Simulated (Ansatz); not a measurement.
PBE exchange is replaced step by step with exact exchange (0 % is PBE, 25 % PBE0; no dispersion term), basis def2-TZVP, Ansatz. System: Na₃H₃. Charge 0, multiplicity 1. Geometry: PBE0-D4/def2-TZVP, each spin state at its own.

The relaxed triplet has other bonds than the singlet, so its gap is one between isomers. The relaxed quintet has other bonds than the singlet, so its gap is one between isomers.

Geometry of the singlet:

| atom | x (Å) | y (Å) | z (Å) |
| --- | --- | --- | --- |
| Na1 | -1.1122 | -1.4764 | 0.6682 |
| Na2 | 0.6928 | -0.0462 | -1.8374 |
| Na3 | 0.4199 | 1.5222 | 1.1702 |
| H4 | -0.4558 | -1.6557 | -1.2722 |
| H5 | 1.2024 | 1.6093 | -0.7293 |
| H6 | -0.7470 | 0.0467 | 2.0005 |

In the triplet geometry the species has come apart into loosely held pieces. In the triplet, H4 and H6 lie 0.75 Å apart (atoms count from 1), so H2 has formed as a molecule. In the quintet geometry the species has come apart into loosely held pieces. In the quintet, H5 and H6 lie 0.76 Å apart (atoms count from 1), so H2 has formed as a molecule. The structure comes from a short search, and lower isomers may exist.

```tsv
exact exchange (%)	HOMO (eV)	LUMO (eV)	gap (eV)	triplet − singlet (kJ/mol)	quintet − singlet (kJ/mol)
0	-4.59	-0.76	3.83	119.6	409.0
5	-4.79	-0.65	4.15	121.0	409.6
10	-5.00	-0.54	4.46	122.4	410.3
25	-5.64	-0.24	5.40	126.8	413.3
35	-6.07	-0.05	6.02	129.8	415.9
50	-6.73	0.20	6.94	134.4	420.5
```

Q: Fit a straight line to the column «quintet − singlet (kJ/mol)» against the share of exact exchange and predict its value at 15 %.

A: With x = exact exchange (%) and y = quintet − singlet (kJ/mol): mean x = 20.83, mean y = 413.1; Σ(x − x̄)(y − ȳ) = 427.5, Σ(x − x̄)² = 1871; slope b = 0.2285, intercept a = ȳ − b·x̄ = 408.3. The residuals of the fitted rows reach 0.8. At x = 15 the line gives 408.3 + (0.2285 × 15) = 411.7; the run gave 411.2, 0.5 less than the line.
